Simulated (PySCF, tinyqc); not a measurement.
Worked calculation: CID on RHF in the sto-3g basis, frozen core, for LiH, spin multiplicity 1. The lowest restricted solution is unstable here: a spin-polarised one lies 0.0767 hartree lower (PySCF). One step of it, computed by the program tinyqc.

Problem. CID: roots. Diagonalise (each vector has its largest component positive (the first on a tie)); all determinants have Ms = 0, so triplets appear too. The lowest singlet root is the correlation energy.

Occupation strings over the orbitals (2 doubly, a alpha, b beta, 0 empty; spin orbitals ordered 1a 1b 2a 2b ...): 220000 202000 20a00b 200200 200020 20b00a 200002

H - E(HF) between determinants (hartree), lower triangle:
```
,220000,202000,20a00b,200200,200020,20b00a,200002
220000,0.000000
202000,0.060643,0.376460
20a00b,0.073231,-0.120765,0.327853
200200,0.021818,0.040516,0.006878,0.548778
200020,0.021818,0.040516,0.006878,0.016869,0.548778
20b00a,-0.073231,0.120765,-0.058042,-0.006878,-0.006878,0.327853
200002,0.121798,0.058042,-0.047772,0.016599,0.016599,0.047772,0.409755
```

Give: lowest roots of this matrix, relative to E(HF); lowest vectors; <S^2> of these roots; weight of the ground state by excitation level 0, 1, 2, ....

Solution.

lowest roots of this matrix, relative to E(HF) (hartree): -0.0819  0.2399  0.2698  0.4059  0.5319  0.5475  0.6264

lowest vectors:
```
,root 1,root 2,root 3,root 4
220000,0.8985,0.2944,0.0000,0.3073
202000,-0.2016,0.7273,0.0000,-0.2007
20a00b,-0.2170,0.3945,0.7071,0.2688
200200,-0.0069,-0.1159,0.0000,-0.1011
200020,-0.0069,-0.1159,0.0000,-0.1011
20b00a,0.2170,-0.3945,0.7071,-0.2688
200002,-0.2405,-0.2151,0.0000,0.8369
```

<S^2> of these roots: 0.0000  0.0000  2.0000  0.0000  0.0000  0.0000  0.0000

weight of the ground state by excitation level 0, 1, 2, ...: 0.8072  0.0000  0.1928

The reference has a weight of only 0.81: one determinant is a poor start here.
